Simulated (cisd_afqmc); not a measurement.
Input (AFQMC/CISD/cc-pVDZ; cisd_afqmc is a phaseless AFQMC code with CISD trial states that reads the integrals written by Ansatz):

Ansatz 0.2 input:
```python
import cisd_afqmc

open("ham.yaml", "w").write("""\
crystal:
  periodic: [false, false, false]
  atoms:
    - {symbol: C, position_ang: [0.05421122, 0.70484056, 0.00025981]}
    - {symbol: N, position_ang: [0.04393301, -0.75753911, 0.00046505]}
    - {symbol: H, position_ang: [-0.93688026, 1.17928349, -0.00704903]}
    - {symbol: H, position_ang: [-0.44952413, -1.11274988, 0.81056760]}
    - {symbol: H, position_ang: [-0.43767370, -1.11306154, -0.81660260]}
    - {symbol: H, position_ang: [0.58924350, 1.06029739, 0.88241211]}
    - {symbol: H, position_ang: [0.60203622, 1.05996094, -0.87414231]}
basis:
  gaussian:
    orbitals: cc-pVDZ
magnetization: {spin_polarized: false}
correlation: {method: ccsd, electrons: outside_noble_gas, hamiltonian_folder: ham}
""")
rep = cisd_afqmc.ansatz("ham.yaml")
e_ccsd = rep["correlation"]["coupled_cluster"]["energy"]["hartree"]
out = cisd_afqmc.run("ham", e_ccsd, trial="CISD", walkers=100, populations=8, threads=8, dt=0.005, steps=40, early=24, settle=10, least=32,
    cut=5e-5, rank_cut=2e-4, target=0.0004, seconds=1500, seed=1, memory=12960, gpu=False)
```

Output:

```
orbitals 51, occupied [7], factors 294 of 481, rank of the doubles 151 of 308
E(HF) = -95.221539
E(CCSD) on the cut factors = -95.577405, shift to the whole factors -0.000017
Energy of the trial state on the determinant = -95.577417
  tau behind 7.2 of longer steps, mean of the populations' last blocks
   2.0  -95.58743
   4.0  -95.58795
   6.0  -95.58655
   8.0  -95.58798
  10.0  -95.58704
  12.0  -95.58697
  14.0  -95.58669
blocks 505 (0 outliers left out), error by blocks joined: 1: 0.00021, 2: 0.00026, 4: 0.00031, 8: 0.00038, 16: 0.00038
E(AFQMC/CISD) = -95.58709 +/- 0.00038
```
